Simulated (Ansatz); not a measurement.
`[AlH2][NH][SiH3]` → `[NH2][AlH2]` + `[SiH2]` at 600 K and 1 bar (silylene loss).

Program: Ansatz. Geometries: PBE0-D4/def2-TZVP. ΔE: electronic, gas phase. CCSD(T)/CBS is the MP2 limit (def2-TZVPP, def2-QZVPP) plus CCSD(T) − MP2 in def2-TZVPP, frozen cores. This one scheme is used for every species.

```csv
species,CCSD(T)/CBS energy (Eh),H − E (kJ/mol),S (J/(mol·K))
`[AlH2][NH][SiH3]`,-589.44550,197.8,395.5
`[NH2][AlH2]`,-299.14566,138.4,304.9
`[SiH2]`,-290.19011,52.1,233.9
```

H − E and S are ideal-gas, rigid-rotor, harmonic terms from PBE0-D4/def2-TZVP. 1 Eh = 2625.50 kJ/mol, R = 8.31446 J/(mol·K).

Q: By hand: ΔE, ΔH, ΔS and ΔG.

A: ΔE = (-299.14566) + (-290.19011) − (-589.44550) = 0.10973 Eh = 288.1 kJ/mol. Δ(H − E) = 138.4 + 52.1 − 197.8 = -7.3, so ΔH = 280.8 kJ/mol. ΔS = 304.9 + 233.9 − 395.5 = 143.3 J/(mol·K). ΔG = 280.8 − 600 × (143.3)/1000 = 194.8 kJ/mol.

Q: By hand: the equilibrium constant, and the temperature at which ΔG would vanish if ΔH and ΔS stayed fixed.

A: log₁₀ K = −ΔG/(RT ln 10) = -17.0. ΔG = 0 at ΔH/ΔS = 1960 K.

The number of gas molecules changes by +1, which sets the sign of ΔS. A doubt of 5 kJ/mol in ΔE shifts log₁₀ K by 0.4 here. These are equilibria of isolated gas molecules and say nothing of rates. Largest T1 diagnostic: 0.014 (customary marks: 0.02 for closed shells, 0.045 for open ones).
